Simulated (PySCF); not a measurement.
# F: ionisation energy

F [He] 2s2 2p5 (2P) → F⁺ [He] 2s2 2p4 (3P), as a difference of total energies. All numbers are calculated (PySCF 2.14, no relativity, point nucleus, in dyall-acv3z (15s9p4d2f, 76 functions)). Correlated levels: valence and next inner shell: nothing frozen; virtual orbitals above 40 to 60 times the deepest correlated orbital energy dropped. The calculations carry no spin-orbit coupling.

| method | ionisation energy (eV) |
| --- | --- |
| UHF | 15.652 |
| MP2 (valence and next inner shell) | 17.315 |
| SCS-MP2 (valence and next inner shell) | 17.298 |
| CCSD (valence and next inner shell) | 17.205 |
| CCSD(T) (valence and next inner shell) | 17.268 |

**Question.** How much does correlation contribute at CCSD(T) (valence and next inner shell)?

**Answer.** 17.268 − (15.652) = 1.616 eV, measured against UHF.

Errors of the correlated levels include the incompleteness of this basis.

For comparison: 17.427 eV (measured; NIST levels, between the centres of gravity of the two terms).
